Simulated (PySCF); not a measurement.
A series of substituents X on one scaffold: vinyl-X. Isolated molecules, 0 K electronic values unless said otherwise. One relaxed conformer stands for each flexible species; it need not be the lowest. Strings in code marks are SMILES. In the def2 sets, heavy atoms carry core potentials. All members: neutral, multiplicity 1. Level: TPSSh-D3(BJ)/def2-TZVP // B3LYP-D3(BJ)/def2-TZVP (PySCF), beside PBE-D3(BJ)/def2-TZVP // B3LYP-D3(BJ)/def2-TZVP (PySCF) at the same geometries.  Orbital energies are measured against the vacuum level.

| species | LUMO, PBE (eV) | LUMO, TPSSh-D3(BJ) (eV) |
|---|---|---|
| `C=CC=S` (C–C–C–S torsion 180°) | -3.59 | -3.15 |
| `BC=C` (H–B–C–C torsion 180°) | -3.10 | -2.49 |
| `C=CC(=O)O` (C–C–C–O torsion 180°, O–C–O–H torsion 0°) | -2.54 | -1.99 |
| `C=CC(N)=O` (C–C–C–O torsion 0°, O–C–N–H torsion 0°) | -2.05 | -1.51 |
| `C=CC=C` (C–C–C–C torsion 180°) | -1.82 | -1.26 |
| `C=C[S@@](C)=O` (C–C–S–O torsion 8°) | -1.58 | withheld |
| `C=C[SiH3]` | -1.50 | -0.89 |
| `C=[CH][GeH3]` | -1.32 | -0.72 |

### Question
Fit y = a + b·x, y being the LUMO at the first level, to the 7 complete rows by least squares, with x = the PBE value in eV. Give a, b and the rms residual, and predict the withheld value.

### Answer
Means of the 7 rows: x̄ = -2.2743, ȳ = -1.7157 eV. Σ(x − x̄)² = 4.2504 and Σ(x − x̄)(y − ȳ) = 4.442, so b = 1.045 and a = ȳ − b·x̄ = 0.661 eV. The rms residual is 0.043 eV. At x = -1.58 the line gives -0.99 eV. The run for `C=C[S@@](C)=O` (C–C–S–O torsion 8°) gave -1.02 eV, so the line is off by 0.03 eV, within twice the rms residual.

Codes: PySCF.
